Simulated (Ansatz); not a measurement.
# The boron atom: how energies converge with the basis set

Aim: see how fast density functionals and correlated methods converge with the basis set for the boron atom.

Method: one geometry, several basis sets; program: Ansatz 0.2.0, Gaussian basis.

The runs, in order: PBE0/def2-SVP; ωB97M-V/def2-SVP; PBE0/def2-QZVPP; ωB97M-V/def2-QZVPP; CCSD(T)/cc-pV(D+d)Z; CCSD(T)/cc-pV(T+d)Z; CCSD(T)/cc-pV(Q+d)Z; the functionals' def2-TZVPP values are taken from earlier runs.

6 further runs of the same task are left out: 6 set aside as unsound or not needed.

### 1 The atom

SMILES `[B]`, 1 atom, charge 0, spin multiplicity 2.

### 2 PBE0 in def2-SVP

in.yaml reads:

```yaml
crystal:
  periodic: [false, false, false]
  atoms:
    - {symbol: B, position_ang: [0.000000, 0.000000, 0.000000]}
basis:
  gaussian: {orbitals: def2-SVP}
magnetization: {spin_polarized: true, initial_magnetization: 1}
hamiltonian: {xc: pbe0}
output: {orbitals: {seedname: orbitals}}
```

After this run come: ωB97M-V in def2-SVP; PBE0 in def2-QZVPP; ωB97M-V in def2-QZVPP; CCSD(T) in cc-pV(D+d)Z; CCSD(T) in cc-pV(T+d)Z; CCSD(T) in cc-pV(Q+d)Z.

**Question.** What will the summary of the whole plan be? Wanted: MP2 correlation recovered, cc-pV(D+d)Z; MP2 correlation recovered, cc-pV(T+d)Z; MP2 correlation recovered, cc-pV(Q+d)Z; CCSD(T) limit from def2 sets; PBE0: double and triple zeta above quadruple; ωB97M-V: double and triple zeta above quadruple.

**Answer**, as computed:

```
                                                                 quantity          value
                                   MP2 correlation recovered, cc-pV(D+d)Z         74.3 %
                                   MP2 correlation recovered, cc-pV(T+d)Z         89.8 %
                                   MP2 correlation recovered, cc-pV(Q+d)Z         95.7 %
CCSD(T) limit from def2 sets (earlier runs) less the limit of this series          1 meV
                             PBE0: double and triple zeta above quadruple  0.83, 0.04 eV
                          ωB97M-V: double and triple zeta above quadruple  0.89, 0.04 eV
```

In words: For PBE0 the step from double to triple zeta gains 0.79 eV and the next only 0.04 eV. In cc-pV(D+d)Z MP2 holds 74 % of its limit, in cc-pV(Q+d)Z 96 %, while Hartree-Fock is within 0.007 eV in the largest set. A limit from the def2 sets, made apart, differs by 1 meV, a least measure of the doubt on such a limit. Total energies overstate the basis error of differences, where much of it tends to cancel.
